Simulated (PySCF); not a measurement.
**NMR data sheet: Thiopropynal**

| Quantity | Value |
| --- | --- |
| Formula | C3H2S |
| SMILES | C#CC=S |
| InChI | InChI=1S/C3H2S/c1-2-3-4/h1,3H |
| Point group of the computed structure | Cs |
| Degrees of unsaturation | 3 |
| Carbon signals | 3 |
| Proton signals | 2 |

Bonds (- single, = double, # triple, : aromatic): C1#C2 1.205 Å, C2-C3 1.408 Å, C3=S4 1.617 Å. C1 carries H5; C3 carries H6.

PySCF calculation with geometry: PBE0-D3(BJ)/def2-TZVP and NMR shieldings at PBE0/pcSseg-2/GIAO; no solvent model, one computed conformer, non-relativistic Hamiltonian.

Referencing at the same level of theory: $^{1}$H, $^{13}$C vs TMS; $^{33}$S against CS2.

```tsv
carbon	δC, type	δH (multiplicity)	HMBC from (2–3 bonds)	span of the C tensor (ppm)
C1	107.8, CH	4.58 (d)	H6	107
C2	94.3, C	–	H6, H5	301
C3	240.1, CH	11.00 (d)	H5	376
```

Other nuclei:
| atoms | nucleus | environment | δ (ppm) | σ (ppm) |
| --- | --- | --- | --- | --- |
| S4 | $^{33}$S | thione sulfur | 1351 | -837.8 |

- Carbon types of the structure: 1 × C, 2 × CH, which accounts for all hydrogens.
- δC 240.1: thiocarbonyl carbon; low-lying n→π* states of the double bond to the heteroatom give a large paramagnetic term (-300 ppm).
- δC 107.8: terminal alkyne carbon.
- δC 94.3: alkyne carbon; the triple bond shields along its axis, which puts it between sp3 and sp2 carbons.
- δH 11.00: hydrogen on a thiocarbonyl carbon.
- δH 4.58: hydrogen on a terminal alkyne carbon.

Shifts are as computed. Against solution values, carbons near 30 ppm lie about +3 ppm off and those near 130 ppm about +9 ppm. Of 1211 compounds with measured shifts, 218 miss one by over three times the rms of a fit or turn the order of signals round; such compounds aren't used in these exercises. No couplings were computed; multiplicities are counted from neighbouring protons, with m where these are inequivalent, close in shift, in a saturated or five-membered ring or joined by F or P, and br s for small geminal =CH2 splittings.
